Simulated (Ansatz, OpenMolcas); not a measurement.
# From Ansatz to OpenMolcas

Ansatz 0.2.0 runs this on singlet [BH2]+:

job.yaml:
```yaml
crystal:
  periodic: [false, false, false]
  atoms:
    - {symbol: B, position_ang: [0.262840, -0.166230, 0.128640]}
    - {symbol: H, position_ang: [0.280020, 0.985320, 0.260980]}
    - {symbol: H, position_ang: [-0.542860, -0.819090, -0.389630]}
basis:
  gaussian: {orbitals: 3-21G.json}
total_charge: 1
magnetization: {spin_polarized: false, initial_magnetization: 0}
hamiltonian: {xc: {name: B2PLYP}}
correlation: {frozen_orbitals: {B: 1, H: 0}}
accuracy: high
```

```bash
$ ansatz run job.yaml --threads 1 --pin off --max-ram 2610MiB --events-out events.jsonl --progress --plain --runs-dir runs
```

(Basis files named in the input come from the Basis Set Exchange and aren't shown.)

Geometry: relaxed at GFN2-xTB. That shape belongs to the parent species and isn't relaxed for this state.

It gives a total energy of -25.402732 Eh.

Problem. How is this level of theory, on these atoms, set up in OpenMolcas 26.06 as an input file of the program's own?

Solution. For example:

calc.inp:
```
* BH2 Kohn-Sham DFT
>>> EXPORT MOLCAS_PRINT=2
&GATEWAY
BasLib=$CurrDir
BasisSet
B.3-21G....
B1 0.262840 -0.166230 0.128640 angstrom
End of Basis
BasisSet
H.3-21G....
H2 0.280020 0.985320 0.260980 angstrom
H3 -0.542860 -0.819090 -0.389630 angstrom
End of Basis
&SEWARD
GridInput
Grid=UltraFine
End of Grid
&SCF
Charge=1
KSDFT=B2PLYP_SCF
Thresholds=1e-10 1e-07 1e-07 1e-05
PrOrbitals=1 1
&MBPT2
Frozen=1
```

```bash
$ export MOLCAS_MEM=1860
$ pymolcas calc.inp > calc.log
```

(Basis files named in the input come from the Basis Set Exchange and aren't shown.)

Its energy is -25.402733 Eh, 0.001 mEh from the first.
